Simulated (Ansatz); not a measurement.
## Arsenic, grey arsenic (A7): convergence with the plane-wave cutoff

Computed with Ansatz, r²SCAN, scalar-relativistic PAW, on the relaxed cell (a = 3.590 Å, c = 15.163 Å (c/a = 4.223); spin not included). Errors count from a run at 500 eV on a Γ-centred 17×17×17 mesh with Fermi-Dirac smearing of 0.1 eV, extrapolated to zero width. Fixed here: mesh 10×10×10, Fermi-Dirac width 0.1 eV. The pressure holds a Pulay correction and is unreliable far below the recommended cutoff. The SCF starts from atomic densities corrected by a trained network.

```
cutoff (eV)  E(σ→0) error (meV/atom)  P (GPa)  SCF iterations
        150                  23722.9     4.14               7
        200                   5022.1     0.53               7
        250                    739.5     0.15               6
        300                     73.8     0.03               6
        350                      6.9     0.01               6
        420                      1.4     0.01               6
        500                      0.4     0.01               6
        600                     -0.1     0.01               6
        800                     -0.3     0.00               6
```

Within 5 meV/atom of the last row: from 420 eV on.
